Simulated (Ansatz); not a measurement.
Results of PBE (Ansatz, an electronic-structure program, PAW) for hcp Ru.

Numerical settings: plane-wave cutoff 520 eV, 24×24×14 k mesh (along the axes of the cell as run), Fermi–Dirac smearing 0.05 eV, no spin polarisation, scalar-relativistic PAW data made under PBE.

Cell (relaxed at this level):

```xyz
2
Lattice="1.3608 -2.3570 0.0000 1.3608 2.3570 0.0000 0.0000 0.0000 4.2920" Properties=species:S:1:pos:R:3 pbc="T T T"
Ru     1.3608     0.7857     1.0730
Ru     1.3608    -0.7857     3.2190
```

Predict the bulk modulus B0 and pressure derivative B′ of the bulk modulus.


bulk modulus B0: 311 GPa
pressure derivative B′ of the bulk modulus: 4.9

The run finds no gap.

Measured, for comparison: bulk modulus 318 GPa (zero-point energy and finite temperature contributions removed, our sources range from 318 to 336; as tabulated in doi:10.1021/acs.jctc.3c00612). Computed (rounded) less measured: bulk modulus -2 % (-2 % to -7 % over the range).

Note: the bulk modulus comes from volumes at which shape and atoms were relaxed.

It cost about 5 core-minutes (a rough figure) of CPU time.
